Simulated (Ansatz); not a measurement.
Relative stability

The two ends of one reaction step of AlH₂F, closed shell (PBE0-D4/def2-TZVP).

A:

| atom | x (Å) | y (Å) | z (Å) |
| --- | --- | --- | --- |
| Al1 | -0.0262 | -0.0460 | 0.0146 |
| F2 | 0.7606 | 1.3359 | -0.4248 |
| H3 | 0.0806 | -1.2730 | -0.9684 |
| H4 | -0.8150 | -0.0168 | 1.3784 |

B:

Al1  (-0.715, -0.868, 0.654)
F2  (0.690, 0.534, -0.829)
H3  (0.829, -0.107, -1.484)
H4  (-0.804, 0.441, 1.659)
(Å)

Ansatz 0.2.0; basis: def2-TZVPP; cores frozen in the correlated methods. B3LYP uses VWN-RPA correlation.

(1) Which structure is lower at CCSD(T), and by how much? (An estimate is asked for; the value comes from the calculation.)

The T1 diagnostic stays at or below 0.013. The restricted Hartree–Fock reference is unstable towards an unrestricted one at one or more of these structures.

Results:

(1) By the calculation: A, by 283.6 kJ/mol (electronic energy, against the other). By their contacts, A is AlH₂F ([F][AlH2]) and B is a complex of AlH + HF.

All methods give the same order:

```json
{"method": "SPW92", "E(B) − E(A) (kJ/mol)": "273.2"}
{"method": "PBE-D4", "E(B) − E(A) (kJ/mol)": "269.1"}
{"method": "BLYP-D4", "E(B) − E(A) (kJ/mol)": "275.3"}
{"method": "r2SCAN-D4", "E(B) − E(A) (kJ/mol)": "303.0"}
{"method": "B97M-V", "E(B) − E(A) (kJ/mol)": "295.3"}
{"method": "PBE0-D4", "E(B) − E(A) (kJ/mol)": "278.9"}
{"method": "B3LYP-D4", "E(B) − E(A) (kJ/mol)": "284.1"}
{"method": "r2SCAN0-D4", "E(B) − E(A) (kJ/mol)": "301.7"}
{"method": "BHLYP-D4", "E(B) − E(A) (kJ/mol)": "295.1"}
{"method": "CAM-B3LYP-D4", "E(B) − E(A) (kJ/mol)": "294.5"}
{"method": "wB97X-V", "E(B) − E(A) (kJ/mol)": "297.5"}
{"method": "wB97M-V", "E(B) − E(A) (kJ/mol)": "281.4"}
{"method": "B2PLYP", "E(B) − E(A) (kJ/mol)": "292.4"}
{"method": "PBE-QIDH", "E(B) − E(A) (kJ/mol)": "294.7"}
{"method": "RPA on PBE", "E(B) − E(A) (kJ/mol)": "273.3"}
{"method": "HF", "E(B) − E(A) (kJ/mol)": "299.8"}
{"method": "MP2", "E(B) − E(A) (kJ/mol)": "300.7"}
{"method": "CCSD", "E(B) − E(A) (kJ/mol)": "284.2"}
{"method": "CCSD(T)", "E(B) − E(A) (kJ/mol)": "283.6"}
```

Labels in which every atom is bracketed show which atoms are joined, not bond orders.

For scale, one of the runs: CCSD(T)/def2-TZVPP, 101 basis functions, launched by `ansatz run in.yaml --threads 2 --pin off --events-out ev --progress --plain --max-ram 4352MiB`. Hardware: 2 CPU threads of an Arm Neoverse V2, shared host. Wall time about 1.4 s.
